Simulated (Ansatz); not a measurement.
Question: Name a neutral molecule of C, N, O and H with zero-point energy (PBE0-D4/def2-TZVP) between 197 and 213 kJ/mol and HOMO energy (ωB97M-V/def2-TZVPP) between -9.25 and -8.95 eV (Ansatz, PBE0-D4/def2-TZVP geometry).

Answer: `C1NCO1` (200.1 kJ/mol, -9.09 eV); `NCC=C=O` (208.0 kJ/mol, -8.99 eV); `C=C(O)C=N` (209.8 kJ/mol, -9.07 eV). Other molecules can fit too; these were computed, each in one conformer that needn't be the lowest.
